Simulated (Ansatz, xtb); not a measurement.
**C2H3ClF2: which of two isomers lies lower**

Structure I: `CC(F)(F)Cl`, a singlet. Structure II: `FC(F)CCl`, a singlet. Both are isolated molecules in the gas phase, relaxed with BLYP-D3(BJ)/def2-SVP, each in the lowest conformer that the search found.

I (Å):

```tsv
atom	x (Å)	y (Å)	z (Å)
C	0.0688	0.5555	0.4975
C	-1.2558	-0.1323	0.2240
Cl	-1.1338	-1.9415	0.4744
F	-1.6657	0.0887	-1.0557
F	-2.2312	0.3418	1.0475
H	-0.0587	1.6433	0.3316
H	0.3779	0.3757	1.5426
H	0.8436	0.1665	-0.1871
```

II (Å):

```csv
atom,x (Å),y (Å),z (Å)
C,0.2958,0.0897,0.9154
C,-0.4573,1.0910,1.7874
Cl,0.2425,1.1626,3.4560
F,0.1004,-1.1874,1.3680
F,-0.2177,0.1758,-0.3618
H,1.3896,0.2898,0.8767
H,-0.3887,2.0985,1.3387
H,-1.5178,0.7856,1.8591
```

Energies in hartree; the thermal terms are from BLYP-D3(BJ)/def2-SVP harmonic frequencies (ideal gas, rigid rotor, one conformer each, 298.15 K, 1 atm) and include the zero-point energy:

```
                              I           II
E, CCSD(T)/def2-SVP  −736.332209  −736.321816
    E, MP2/def2-SVP  −736.277261  −736.265753
  E, MP2/def2-TZVPP  −737.018501  −737.010104
  zero-point energy     0.048897     0.050127
       H(298 K) − E     0.055119     0.056302
       G(298 K) − E     0.020028     0.020608
```

Problem. Correct the CCSD(T) difference for the basis set by the MP2 change, then work out ΔE, ΔE₀, ΔH and ΔG for I → II in kJ/mol (1 Eh = 2625.50 kJ/mol) and the equilibrium ratio [II]/[I].

Solution. 1. Differences II − I: CCSD(T) +0.010393, MP2 in the small set +0.011508, MP2 in the large set +0.008397 Eh.
2. ΔE = +0.010393 + (+0.008397 − (+0.011508)) = +0.007282 Eh = +19.12 kJ/mol.
3. ΔE₀ = ΔE + ΔZPE = +0.007282 + (+0.001230) Eh = +22.35 kJ/mol.
4. ΔH = ΔE + (+0.001183) Eh = +22.22 kJ/mol.
5. ΔG = ΔE + (+0.000580) Eh = +20.64 kJ/mol, so ΔS = (ΔH − ΔG)/T = +5.3 J/(mol K).
6. kT = 0.9442 mEh, so K = [II]/[I] = exp(−ΔG/kT) = exp(−8.33) ≈ 2.4 × 10^−4.

Structure I is favoured at this temperature. An error of 4 kJ/mol in ΔG would change K by a factor of 5. Mirror images and further conformers aren't counted.

As drawn, both hold the same kinds of bond in the same numbers. Structure I has 1 methyl group, II 0.

Other levels gave ΔE = +24.4 (GFN2-xTB); +41.9 (HF/STO-3G, GFN2-xTB geometries); +38.3 (r2SCAN-D4/def2-SVP, GFN2-xTB geometries); +31.6 (BLYP-D3(BJ)/def2-SVP); +13.3 (HF/def2-SVP); +30.2 (MP2/def2-SVP); +27.3 (CCSD(T)/def2-SVP) kJ/mol. The correlated steps freeze 9 core orbitals. Programs: Ansatz 0.2.0, xtb 6.7.1.
